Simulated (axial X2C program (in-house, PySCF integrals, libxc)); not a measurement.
Correcting the dissociation energy of ClF⁺ for spin–orbit coupling

A spin-free PBE0 curve (one-electron X2C) was computed with an in-house relativistic program for diatomic molecules, basis Cl dyall-av3z [9s8p3d2f], F dyall-av3z [7s6p3d2f] (cores contracted in-house), for the state M_S = 1/2, Λ = 1 (beyond evenly filled blocks: π+α, π+β, π-α). It gives D0 = 2.906 eV to Cl+ + F, which in a spin-free picture are the weighted means of the ground terms.

Measured levels of the ground terms (NIST Handbook of Basic Atomic Spectroscopic Data), in cm⁻¹: Cl+ 3P: J = 2 at 0, J = 1 at 696, J = 0 at 996.5; F 2P: J = 3/2 at 0, J = 1/2 at 404.1.

The two components of the molecular doublet are 644 cm⁻¹ apart in the PBE0 2c search (Ω = 3/2 lower), so the lower one lies 322 cm⁻¹ under their mean.

(1) How far does each ground level lie under the (2J+1)-weighted mean of its term?

(2) Correct D0.

Second-order spin–orbit effects in the molecule, which grow quickly with Z, are left out. Occupations by symmetry block were frozen at the best pattern of an incomplete PBE0 search. De is counted from the lowest determinant-based energies of the atoms at the same level, without counterpoise correction. The functionals have no current-density term, which raises determinants with orbital currents, atoms included.

## Answers

(1) Cl+: (5 × 0 + 3 × 696 + 1 × 996.5)/9 = 343 cm⁻¹; F: (4 × 0 + 2 × 404.1)/6 = 135 cm⁻¹.

(2) D0 = 2.906 + (322 − 478)/8065.5 = 2.887 eV at PBE0 with these spin–orbit terms.
